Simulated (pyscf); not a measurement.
`[SH2]` + `[SiH2]` [singlet] -> `[SiH][SH]` [singlet] + `[H][H]` (four-centre exchange; singlet surface; H–S, H–Si broken, S–Si, H–H formed). Structures and frequencies: ωB97X-D3(BJ)/def2-SVP in PySCF. Energies in kcal/mol from the separated reactants.

```json
[
 {"level": "ωB97X-D3(BJ)/def2-TZVP", "barrier": "-6.8", "reaction energy": "-28.9"},
 {"level": "r²SCAN/def2-TZVP", "barrier": "-12.7", "reaction energy": "-30.0"},
 {"level": "B3LYP-D3(BJ)/def2-TZVP", "barrier": "-5.9", "reaction energy": "-27.4"},
 {"level": "PBE0-D3(BJ)/def2-TZVP", "barrier": "-11.6", "reaction energy": "-28.2"},
 {"level": "ωB97M-D3(BJ)/def2-TZVP", "barrier": "?", "reaction energy": "-25.8"},
 {"level": "HF/def2-TZVP", "barrier": "?", "reaction energy": "?"}
]
```

What belongs in the gaps?


- ωB97M-D3(BJ)/def2-TZVP, barrier: -3.9
- HF/def2-TZVP, barrier: 17.2
- HF/def2-TZVP, reaction energy: -18.9

On the reactant side the descent ends in an adduct with a S–Si contact, 21.9 kcal/mol under the separated species and 15.1 kcal/mol under the saddle at ωB97X-D3(BJ)/def2-TZVP. At ωB97X-D3(BJ)/def2-TZVP, r²SCAN, B3LYP-D3(BJ), PBE0-D3(BJ), ωB97M-D3(BJ) the saddle lies under the separated reactants, which points to a path from their complex (located at ωB97X-D3(BJ) alone). What is counted as formed (S–Si) is already present as a longer contact in the reactant adduct; forming that adduct is a step of its own. :HSi–SH [singlet] lies 9.3 kcal/mol over its isomer H₂Si=S (electronic energy, ωB97M-D3(BJ)/def2-TZVP). This is the saddle that the search found; another between the same sides may lie lower.
